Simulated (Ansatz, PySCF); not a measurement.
Breaking a bond: SMILES [SiH3][SiH3]. The Si1–Si5 bond (Si1 also carries H, H, H; Si5 carries H, H, H) is pulled apart rigidly from the PBE0/def2-TZVP optimised geometry.

Levels of theory: UHF/cc-pVTZ (Ansatz, a quantum-chemistry and plane-wave program); RHF/cc-pVTZ (Ansatz); UKS-PBE = unrestricted PBE/cc-pVTZ in Ansatz; RKS-PBE = restricted PBE/cc-pVTZ (Ansatz); UKS-CAM-B3LYP = unrestricted CAM-B3LYP/cc-pVTZ in Ansatz; RKS-CAM-B3LYP = restricted CAM-B3LYP/cc-pVTZ (Ansatz); UKS-B3LYP/6-31G* = unrestricted B3LYP/6-31G*, spherical d run with PySCF 2.14.0; RKS-B3LYP/6-31G* = restricted B3LYP/6-31G*, spherical d in PySCF.

Scanned distances (Å): 1.87, 2.01, 2.06, 2.22, 2.28, 2.34, 2.41, 2.47, 2.56, 2.73, 2.93, 3.20, 3.51, 3.85, 4.17, 4.66, 5.17, 5.75, 6.35, 7.04, 8.11.

Task: Where does the unrestricted solution first break spin symmetry (<S²> of 0.01 or more)?

Result: UHF: between 2.93 and 3.20 Å; UKS-PBE: between 3.85 and 4.17 Å; UKS-CAM-B3LYP: between 3.20 and 3.51 Å; UKS-B3LYP/6-31G*: between 3.51 and 3.85 Å.

| R / Å | <S²> UHF | E(RHF) − E(UHF) / mEh | <S²> UKS-PBE | E(RKS-PBE) − E(UKS-PBE) / mEh | <S²> UKS-CAM-B3LYP | E(RKS-CAM-B3LYP) − E(UKS-CAM-B3LYP) / mEh | <S²> UKS-B3LYP/6-31G* | E(RKS-B3LYP/6-31G*) − E(UKS-B3LYP/6-31G*) / mEh |
|---|---|---|---|---|---|---|---|---|
| 1.87 | 0.00 | 0.0 | 0.00 | 0.0 | 0.00 | 0.0 | 0.00 | 0.0 |
| 2.01 | 0.00 | 0.0 | 0.00 | 0.0 | 0.00 | 0.0 | 0.00 | 0.0 |
| 2.06 | 0.00 | 0.0 | 0.00 | 0.0 | 0.00 | 0.0 | 0.00 | 0.0 |
| 2.22 | 0.00 | 0.0 | 0.00 | 0.0 | 0.00 | 0.0 | 0.00 | 0.0 |
| 2.28 | 0.00 | 0.0 | 0.00 | 0.0 | 0.00 | 0.0 | 0.00 | 0.0 |
| 2.34 | 0.00 | 0.0 | 0.00 | 0.0 | 0.00 | 0.0 | 0.00 | 0.0 |
| 2.41 | 0.00 | 0.0 | 0.00 | 0.0 | 0.00 | 0.0 | 0.00 | 0.0 |
| 2.47 | 0.00 | 0.0 | 0.00 | 0.0 | 0.00 | 0.0 | 0.00 | 0.0 |
| 2.56 | 0.00 | 0.0 | 0.00 | 0.0 | 0.00 | 0.0 | 0.00 | 0.0 |
| 2.73 | 0.00 | 0.0 | 0.00 | 0.0 | 0.00 | 0.0 | 0.00 | 0.0 |
| 2.93 | 0.00 | 0.0 | 0.00 | 0.0 | 0.00 | 0.0 | 0.00 | 0.0 |
| 3.20 | 0.19 | 0.9 | 0.00 | 0.0 | 0.00 | 0.0 | 0.00 | 0.0 |
| 3.51 | 0.62 | 13.7 | 0.00 | 0.0 | 0.10 | 0.1 | 0.00 | 0.0 |
| 3.85 | 0.83 | 34.8 | 0.00 | 0.0 | 0.59 | 7.6 | 0.35 | 1.6 |
| 4.17 | 0.93 | 55.1 | 0.54 | 3.1 | 0.81 | 19.3 | 0.69 | 8.4 |
| 4.66 | 0.98 | 82.5 | 0.86 | 12.1 | 0.94 | 37.4 | 0.90 | 20.7 |
| 5.17 | 1.00 | 105.1 | 0.96 | 20.3 | 0.99 | 52.8 | 0.97 | 31.2 |
| 5.75 | 1.01 | 124.4 | 0.99 | 26.5 | 1.00 | 65.6 | 1.00 | 39.5 |
| 6.35 | 1.01 | 138.4 | 1.00 | 30.1 | 1.00 | 74.7 | 1.00 | 44.9 |
| 7.04 | 1.01 | 148.9 | 1.00 | 32.2 | 1.00 | 81.4 | 1.00 | 48.4 |
| 8.11 | 1.01 | 158.3 | 1.01 | 33.5 | 1.00 | 87.3 | 1.00 | 51.0 |
